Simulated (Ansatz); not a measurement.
System: diamond-structure Ge. Method: PBEsol (Ansatz, a quantum-chemistry and plane-wave program, PAW).

Input file:

Ansatz 0.2 input:
```yaml
crystal:
  lattice:
    - [0.0, 2.8752463086, 2.8752463086]
    - [2.8752463086, 0.0, 2.8752463086]
    - [2.8752463086, 2.8752463086, 0.0]
  atoms:
    - { symbol: Ge, position: [0.0, 0.0, 0.0] }
    - { symbol: Ge, position: [0.25, 0.25, 0.25] }
basis:
  ecutwfc: 520
  ecutrho_ratio: 4
  xc_grid: 2
kpoints:
  mp_grid: { grid: [10, 10, 10] }
hamiltonian:
  xc: pbesol
  dispersion: none
  pseudopotentials: { kind: paw }
scf:
  occupations: { method: fermi_dirac, width: 0.01 }
  convergence: { dr2_threshold: 0.000000001 }
output:
  forces: true
  stress: true
  eigenvalues: true
```

From the output:

```
WARN output.stress: scf.convergence.dr2_threshold = 1e-9 eV is looser than the 2e-10 eV advised for a printed stress (1e-10 eV for each atom of the cell: 2)
Crystal: 2 atoms, lattice volume = 47.540 Å³
Basis set: ecut = 520 eV, 1243 PW (Γ), exchange–correlation on 64×64×64 points (8 copies of the dense FFT grid, shifted against one another)
Bands: 18, of which v1, the nominal top of the filled ones, is band 14 counted from 1 (13 counted from 0)
Symmetry: 48 space group operations
Space group: Fd-3m (ITA 227), of the structure as read, at distance tolerance 3.6e-5 Å
k-points: 47 of 1000
Functional: x = pbesol(κ = 0.804, μ = 0.12345679012345678), c = pbesol(β = 0.046)
SCF iter   1: F=—  HF=-8506.979748 eV  |F-HF|=—  |Δ(HF+E_count)|=         —  Δρ=2.87e-3  dr2=5.15e-3
SCF iter   2: F=—  HF=-8506.978317 eV  |F-HF|=—  |Δ(HF+E_count)|=   1.43e-3  Δρ=1.19e-3  dr2=6.49e-4
  ...
SCF iter   6: F=—  HF=-8506.978462 eV  |F-HF|=—  |Δ(HF+E_count)|=   1.72e-6  Δρ=8.43e-6  dr2=1.43e-8
SCF iter   7: F=-8506.978462 eV  HF=-8506.978462 eV  |F-HF|=1.04e-9  |Δ(HF+E_count)|=   1.16e-8  Δρ=1.52e-6  dr2=4.46e-10
SCF 1 converged in 7 iterations: F = -8506.978462 eV  dr2 = 4.46e-10
SCF converged after 7 iterations
Free energy (F): -8506.978462 eV
Internal energy: -8506.978393 eV  (E = F + TS)
E sigma→0 (E₀):  -8506.978427 eV
Fermi energy:    7.782932 eV
--- Forces (eV/Å), atoms counted from 1 ---
  atom   1  Ge     0.00000000     0.00000000     0.00000000
  atom   2  Ge     0.00000000     0.00000000    -0.00000000
--- Stress (GPa, compression-positive) ---
       -2.399542       0.000000      -0.000000
       -0.000000      -2.399542      -0.000000
        0.000000      -0.000000      -2.399542
  P = ⅓ Tr σ = -2.3995 GPa (-23.995 kbar)
```

The cell is one volume of an energy–volume scan, off the minimum.

The PAW data were made under PBE.

Note: the gap of the solid is closed in this run. Note: the run finds no gap at this volume, although the solid has one.
